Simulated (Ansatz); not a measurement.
**SiH5 (doublet): wave-function methods side by side at distance H1–H2 along a hydrogen transfer = 1.207 Å, 6-31G**

Aim: climb from Hartree-Fock through coupled cluster and multireference methods for SiH5 (doublet) at one geometry and basis, and see what each rung misses.

Program: Ansatz 0.2.0, Gaussian basis. Level of theory: 6-31G, core rule «outside noble gas», up to 5 orbitals frozen. These are calculated values, not measurements.

The runs, in order: UHF; CCSD(T) on ROHF; CCSD(T) on UHF; BCCD(T) on ROHF; CISD; CCSDT(Q) on ROHF; CCSDT(Q) on UHF; CCSDTQ on ROHF; CASSCF and MRCISD+Q, 3 electrons in 3 orbitals; CASSCF and NEVPT2, 3 electrons in 3 orbitals; CASSCF and MRCISD+Q, 9 electrons in 9 orbitals; CASSCF and NEVPT2, 9 electrons in 9 orbitals; Full CI.

5 further runs of the same task are left out: 2 that didn't finish, 3 set aside as unsound or not needed.

### Step 1. The system

The geometry derives from fragments relaxed apart (PBE0/def2-TZVP) and kept rigid, so it is no stationary point. A hydrogen atom is moved between rigid fragments.

6 atoms, charge 0, spin multiplicity 2.

Atoms are counted from 1 here; the program's logs count them from 0.

Bond lengths: H2–Si3 1.625 Å, Si3–H4 1.486 Å, Si3–H5 1.486 Å, Si3–H6 1.486 Å. Angles: H2–Si3–H4 107.6°, H2–Si3–H5 107.6°, H2–Si3–H6 107.6°, H4–Si3–H5 111.3°, H4–Si3–H6 111.3°, H5–Si3–H6 111.3°.

### Step 2. UHF

Input file in.yaml:

```yaml
crystal:
  periodic: [false, false, false]
  atoms:
    - {symbol: H, position_ang: [-2.737457, 0.000000, -0.000002]}
    - {symbol: H, position_ang: [-1.530457, 0.000000, -0.000001]}
    - {symbol: Si, position_ang: [0.094543, 0.000000, 0.000000]}
    - {symbol: H, position_ang: [0.544517, -1.416253, 0.000000]}
    - {symbol: H, position_ang: [0.544517, 0.708126, -1.226511]}
    - {symbol: H, position_ang: [0.544516, 0.708127, 1.226511]}
basis:
  gaussian: {orbitals: 6-31G}
magnetization: {spin_polarized: true, initial_magnetization: 1}
hamiltonian: {xc: hf}
output: {orbitals: {seedname: orbitals}}
```

The run is started by

```sh
$ ansatz run in.yaml --threads 1 --pin off --events-out ev --progress --plain --max-ram 2393MiB
```

Further steps of the session: CCSD(T) on ROHF; CCSD(T) on UHF; BCCD(T) on ROHF; CISD; CCSDT(Q) on ROHF; CCSDT(Q) on UHF; CCSDTQ on ROHF; CASSCF and MRCISD+Q, 3 electrons in 3 orbitals; CASSCF and NEVPT2, 3 electrons in 3 orbitals; CASSCF and MRCISD+Q, 9 electrons in 9 orbitals; CASSCF and NEVPT2, 9 electrons in 9 orbitals; Full CI.

**Question.** What will the summary of the whole plan be? Wanted: FCI below the RHF energy; RMP2 from FCI; UMP2 from FCI; RCCSD from FCI; RCCSD(T) from FCI; UCCSD(T) from FCI; RCCSDT(Q) from FCI; UCCSDT(Q) from FCI; NEVPT2 pair from FCI.

As calculated:

| quantity | value |
| --- | --- |
| FCI below the RHF energy | -2.6260 eV |
| RMP2 from FCI | +18.05 kcal/mol |
| UMP2 from FCI | +17.44 kcal/mol |
| RCCSD from FCI | +0.93 kcal/mol |
| RCCSD(T) from FCI | +0.28 kcal/mol |
| UCCSD(T) from FCI | +0.28 kcal/mol |
| RCCSDT(Q) from FCI | +0.01 kcal/mol |
| UCCSDT(Q) from FCI | +0.01 kcal/mol |
| NEVPT2 pair from FCI | +13.70 kcal/mol |
| NEVPT2 valence from FCI | +4.40 kcal/mol |
| MRCISD+Q valence from FCI | +0.31 kcal/mol |
| levels within 1 kcal/mol (43 meV) | RCCSD, UCCSD, RCCSD(T), UCCSD(T), BCCD(T), RCCSDT, UCCSDT, RCCSDT(Q), UCCSDT(Q), RCCSDTQ, MRCISD valence, MRCISD+Q valence |
| T1 diagnostic | 0.025 |
| effectively unpaired electrons | 1.03 |

What this shows: RCCSD(T) lands +0.28 kcal/mol from the yardstick (0.5 % of the correlation energy). One determinant dominates. Of the multireference levels listed MRCISD+Q valence comes nearest in total energy (+0.31 kcal/mol), which doesn't show that its space is the better one. These misses are within one basis, not against nature; the frozen cores of restricted and unrestricted runs differ, which can shift their rows.
